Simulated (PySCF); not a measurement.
sulfur dioxide cation (O2S), SMILES S(=O)=O (connectivity only; charge and spin as stated), charge +1, multiplicity 2. Atoms are numbered in the order given.

```xyz
3

O      0.0000    -1.2979    -0.2852
S      0.0000     0.0000     0.2852
O      0.0000     1.2979    -0.2852
```
Charge +1, spin multiplicity 2.

Geometry optimised at PBE0-D3(BJ)/def2-TZVP. The spin state was assumed, not searched.

These are PBE0/def2-TZVPD (PySCF) values and carry that method's errors.

Mulliken values depend strongly on the basis, most of all with diffuse functions as here. ESP charges are fitted to the potential on shells at 1.4 to 2.0 van der Waals radii. Atomic charges (e):

```json
[
 {"atom": "O1", "Mulliken": "-0.04", "meta-Löwdin": "___", "ESP fit": "0.00", "Mulliken spin": "0.34"},
 {"atom": "S2", "Mulliken": "1.08", "meta-Löwdin": "___", "ESP fit": "0.99", "Mulliken spin": "0.31"},
 {"atom": "O3", "Mulliken": "-0.04", "meta-Löwdin": "___", "ESP fit": "0.00", "Mulliken spin": "0.34"}
]
```

### Question
Complete the blanks. (Estimate from the structure and the level; the computed values follow.)

### Answer

- O1, meta-Löwdin: -0.36
- S2, meta-Löwdin: 1.72
- O3, meta-Löwdin: -0.36
